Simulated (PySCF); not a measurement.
CF₄, charge +1, quartet, at a GFN2-xTB geometry of the parent state (a state made from the parent by changing its charge; the spin is typed, not shown lowest); MP2/6-31G* run with PySCF.

PySCF was given this input:
```python
from pyscf import gto, scf, mp

mol = gto.M(
    atom='''
F     0.01244044   -1.03918526   -0.82138004
C    -0.00000000    0.00000000    0.00000000
F    -0.17290567    1.13627641   -0.65856320
F    -1.00801634   -0.07122209    0.85647908
F     1.16848156   -0.02586906    0.62346417
''',
    basis='6-31g*',
    charge=1,
    spin=3,
    verbose=4,
)

mf = scf.UHF(mol)
mf.kernel()

pt = mp.MP2(mf)
pt.kernel()
print('E(MP2) = %.10f' % pt.e_tot)
```

Output, abridged:

```
PySCF version 2.14.0

[INPUT] verbose = 4
[INPUT] num. atoms = 5
[INPUT] num. electrons = 41
[INPUT] charge = 1
[INPUT] spin (= nelec alpha-beta = 2S) = 3
[INPUT] symmetry False subgroup None
[INPUT] Mole.unit = angstrom
[INPUT] Symbol           X                Y                Z      unit          X                Y                Z       unit  Magmom
[INPUT]  1 F      0.012440440000  -1.039185260000  -0.821380040000 AA    0.023509024469  -1.963775534085  -1.552183319784 Bohr   0.0
[INPUT]  2 C      0.000000000000   0.000000000000   0.000000000000 AA    0.000000000000   0.000000000000   0.000000000000 Bohr   0.0
[INPUT]  3 F     -0.172905670000   1.136276410000  -0.658563200000 AA   -0.326744361684   2.147251216704  -1.244504083717 Bohr   0.0
[INPUT]  4 F     -1.008016340000  -0.071222090000   0.856479080000 AA   -1.904874811686  -0.134590244119   1.618510892619 Bohr   0.0
[INPUT]  5 F      1.168481560000  -0.025869060000   0.623464170000 AA    2.208110130005  -0.048885438500   1.178176529779 Bohr   0.0

nuclear repulsion = 205.233093777948
number of shells = 30
number of NR pGTOs = 135
number of NR cGTOs = 70
basis = 6-31g*
ecp = {}

******** <class 'pyscf.scf.uhf.UHF'> ********
method = UHF
initial guess = minao
damping factor = 0
level_shift factor = 0
DIIS = <class 'pyscf.scf.diis.CDIIS'>
diis_start_cycle = 1
diis_space = 8
diis_damp = 0
SCF conv_tol = 1e-09
SCF conv_tol_grad = None
SCF max_cycles = 50
direct_scf = True
direct_scf_tol = 1e-13
number electrons alpha = 22  beta = 19
Set gradient conv threshold to 3.16228e-05
init E= -436.400853194186

cycle= 1 E= -434.251410665642  delta_E= 2.15  |g|= 0.603  |ddm|= 6.16

cycle= 2 E= -434.429888560941  delta_E= -0.178  |g|= 0.252  |ddm|= 2.08

cycle= 3 E= -434.469408336936  delta_E= -0.0395  |g|= 0.0953  |ddm|= 0.219

cycle= 4 E= -434.485134612902  delta_E= -0.0157  |g|= 0.0525  |ddm|= 0.244

cycle= 5 E= -434.491578768318  delta_E= -0.00644  |g|= 0.0335  |ddm|= 0.183

cycle= 6 E= -434.495735169309  delta_E= -0.00416  |g|= 0.0218  |ddm|= 0.0911

cycle= 7 E= -434.498611856532  delta_E= -0.00288  |g|= 0.00802  |ddm|= 0.137

cycle= 8 E= -434.498720202164  delta_E= -0.000108  |g|= 0.00296  |ddm|= 0.0211

cycle= 9 E= -434.498762068695  delta_E= -4.19e-05  |g|= 0.000833  |ddm|= 0.019

cycle= 10 E= -434.498762850416  delta_E= -7.82e-07  |g|= 0.000161  |ddm|= 0.00239

cycle= 11 E= -434.498762887721  delta_E= -3.73e-08  |g|= 4.24e-05  |ddm|= 0.00109

cycle= 12 E= -434.49876288988  delta_E= -2.16e-09  |g|= 1.6e-05  |ddm|= 0.000311

cycle= 13 E= -434.498762890189  delta_E= -3.08e-10  |g|= 5.6e-06  |ddm|= 8.92e-05

Extra cycle  E= -434.498762890218  delta_E= -2.94e-11  |g|= 3.49e-06  |ddm|= 8.2e-06
converged SCF energy = -434.498762890218  <S^2> = 3.8299737  2S+1 = 4.039789

******** <class 'pyscf.mp.ump2.UMP2'> ********
nocc = (np.int64(22), np.int64(19)), nmo = (70, 70)
E(UMP2) = -435.32601410537  E_corr = -0.827251215152122
E(SCS-UMP2) = -435.2813746057  E_corr = -0.782611715481803
E_corr(same-spin) = -0.242411241577781
E_corr(oppo-spin) = -0.584839973574341
E(MP2) = -435.3260141054
```
